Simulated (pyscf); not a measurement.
**Multi-bond step: HN=Nb(Cl)(Cl)–Cl (SMILES [NH]=[Nb]([Cl])([Cl])[Cl]) + H₃Si–Cl (SMILES [SiH3]Cl) + H₂ (SMILES [H][H]) → H₂N–Nb(Cl)(Cl)(Cl)–Cl (SMILES [NH2][Nb]([Cl])([Cl])([Cl])[Cl]) + SiH₄ (SMILES [SiH4])**

Gas phase, singlet surface, charge 0. Bonds broken: Cl3–Si9, H7–H10. Bonds formed: N1–H7, Nb2–Cl3, Si9–H10. Structures and frequencies: ωB97X-D3(BJ)/def2-SVP in PySCF.

Transition state (Å):

```xyz
13

N     -0.6856    -0.5047     0.5557
Nb    -1.8529     0.2914    -0.5239
Cl    -0.7647     2.5387    -0.0948
Cl    -0.8690     0.5326    -2.6131
Cl    -3.1179    -1.4958    -1.1856
Cl    -3.5771     1.2128     0.7178
H      0.2978     0.4586     0.9920
H     -0.4107    -1.3596     1.0380
Si     1.5852     2.0690     0.1162
H      0.8442     1.0893     1.3500
H      1.6958     1.0529    -0.9513
H      2.6986     1.9405     1.1087
H      1.7125     3.4708    -0.3595
```

One imaginary mode, 719i cm⁻¹; descent along it reached the two sides named, in the forms told below.

```json
[
 {"bond": "Cl3–Si9", "change": "breaks", "reactant side (Å)": "2.117", "saddle": "2.406", "product side": "3.5"},
 {"bond": "H7–H10", "change": "breaks", "reactant side (Å)": "0.761", "saddle": "0.908", "product side": "2.248"},
 {"bond": "N1–H7", "change": "forms", "reactant side (Å)": "3.1", "saddle": "1.444", "product side": "1.018"},
 {"bond": "Nb2–Cl3", "change": "forms", "reactant side (Å)": "2.8", "saddle": "2.534", "product side": "2.321"},
 {"bond": "Si9–H10", "change": "forms", "reactant side (Å)": "3.5", "saddle": "1.741", "product side": "1.494"}
]
```

Electronic energies relative to the separated reactants (kJ/mol):

```json
[
 {"level": "ωB97X-D3(BJ)/def2-TZVP", "barrier": "143.0", "reaction energy": "-33.6", "reverse barrier": "176.6"},
 {"level": "PBE/def2-TZVP", "barrier": "136.7", "reaction energy": "-29.6", "reverse barrier": "166.3"},
 {"level": "r²SCAN/def2-TZVP", "barrier": "135.5", "reaction energy": "-37.6", "reverse barrier": "173.1"},
 {"level": "B3LYP-D3(BJ)/def2-TZVP", "barrier": "142.2", "reaction energy": "-33.3", "reverse barrier": "175.5"},
 {"level": "PBE0-D3(BJ)/def2-TZVP", "barrier": "130.8", "reaction energy": "-36.5", "reverse barrier": "167.3"},
 {"level": "M06-2X/def2-TZVP", "barrier": "164.5", "reaction energy": "-14.2", "reverse barrier": "178.6"},
 {"level": "ωB97M-D3(BJ)/def2-TZVP", "barrier": "164.3", "reaction energy": "-18.5", "reverse barrier": "182.8"},
 {"level": "HF/def2-TZVP", "barrier": "284.7", "reaction energy": "-2.0", "reverse barrier": "286.7"}
]
```

With ωB97M-D3(BJ)/def2-TZVP energies and thermal terms (ideal gas, 1 atm, RRHO with modes under 100 cm⁻¹ raised to 100, one conformer, R ln 2 for chiral ones without a mode under 150 cm⁻¹), in kJ/mol:

| T (K) | ΔH‡ | ΔG‡ | ΔH | ΔG |
|---|---|---|---|---|
| 298 | 172.1 | 256.6 | -0.9 | +40.0 |
| 600 | 173.1 | 342.1 | -2.2 | +82.1 |
| 900 | 177.2 | 425.8 | -1.6 | +124.2 |
| 1200 | 182.9 | 507.9 | +0.2 | +165.9 |

On the reactant side the descent ends in an adduct with a Cl–Nb contact, 25.6 kJ/mol under the separated species and 168.5 kJ/mol under the saddle at ωB97X-D3(BJ)/def2-TZVP. What is counted as formed (Cl–Nb) is already present as a longer contact in the reactant adduct; forming that adduct is a step of its own. This saddle turned up in a search for another step; its sides and bond changes are read from the two ends of the descent. This is the saddle that the search found; another between the same sides may lie lower. Elements past Kr carry the def2 core potentials, without spin-orbit coupling.
